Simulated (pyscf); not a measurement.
## Four-centre exchange: H₂C=CH–SiH₃ (SMILES C=C[SiH3]) + H₂ (SMILES [H][H]) -> H₂C=CH–SiH₃ (SMILES C=C[SiH3]) + H₂ (SMILES [H][H])

Gas phase, singlet surface, charge 0. Bonds broken: C2–H6, H10–H11. Bonds formed: C2–H10, H6–H11. Structures and frequencies: ωB97X-D3(BJ)/def2-SVP in PySCF.

Transition state (Å):

```xyz
11

C     -2.3528    -0.5189     0.1324
C     -1.3473     0.4260     0.2639
Si     0.2302     0.4346    -0.7611
H     -3.2198    -0.3343    -0.5082
H     -2.3815    -1.4048     0.7730
H     -1.6478     1.5489     0.1307
H      0.9825    -0.8289    -0.5346
H     -0.1096     0.5666    -2.2036
H      1.0087     1.6153    -0.2834
H     -0.8673     0.5523     1.3236
H     -1.2342     1.8990     1.4206
```

One imaginary mode, 1484i cm⁻¹; descent along it reached the two sides named.

```json
[
 {"bond": "C2–H6", "change": "breaks", "reactant side (Å)": "1.099", "saddle": "1.170", "product side": "3.1"},
 {"bond": "H10–H11", "change": "breaks", "reactant side (Å)": "0.760", "saddle": "1.399", "product side": "4.4"},
 {"bond": "C2–H10", "change": "forms", "reactant side (Å)": "3.1", "saddle": "1.170", "product side": "1.099"},
 {"bond": "H6–H11", "change": "forms", "reactant side (Å)": "4.4", "saddle": "1.399", "product side": "0.760"}
]
```

Electronic energies relative to the separated reactants (eV):

```json
[
 {"level": "ωB97X-D3(BJ)/def2-TZVP", "barrier": "3.99", "reaction energy": "0.00", "reverse barrier": "3.99"},
 {"level": "PBE/def2-TZVP", "barrier": "3.11", "reaction energy": "0.00", "reverse barrier": "3.11"},
 {"level": "r²SCAN/def2-TZVP", "barrier": "3.34", "reaction energy": "0.00", "reverse barrier": "3.34"},
 {"level": "B3LYP-D3(BJ)/def2-TZVP", "barrier": "3.57", "reaction energy": "0.00", "reverse barrier": "3.57"},
 {"level": "PBE0-D3(BJ)/def2-TZVP", "barrier": "3.45", "reaction energy": "0.00", "reverse barrier": "3.45"},
 {"level": "M06-2X/def2-TZVP", "barrier": "3.87", "reaction energy": "0.00", "reverse barrier": "3.87"},
 {"level": "ωB97M-D3(BJ)/def2-TZVP", "barrier": "3.86", "reaction energy": "0.00", "reverse barrier": "3.86"},
 {"level": "HF/def2-TZVP", "barrier": "5.05", "reaction energy": "0.00", "reverse barrier": "5.05"}
]
```

With ωB97M-D3(BJ)/def2-TZVP energies and thermal terms (ideal gas, 1 atm, RRHO with modes under 100 cm⁻¹ raised to 100, one conformer, R ln 2 for chiral ones without a mode under 150 cm⁻¹), in eV:

```tsv
T (K)	ΔH‡	ΔG‡	ΔH	ΔG
298	3.81	4.19	0.00	0.00
600	3.78	4.58	0.00	0.00
900	3.79	4.98	0.00	0.00
1200	3.81	5.38	0.00	0.00
```

The same reactants have a lower exit, to H₃C–CH=SiH₂ + H₂ (barrier +2.28 eV at ωB97M-D3(BJ)/def2-TZVP, against +3.86 eV here). Another saddle between the same species, by other bonds, lies lower (2.83 eV against 3.86 eV at ωB97M-D3(BJ)/def2-TZVP). A restricted solution here is unstable towards spin polarisation, so biradical character is likely and single-reference numbers are less safe.
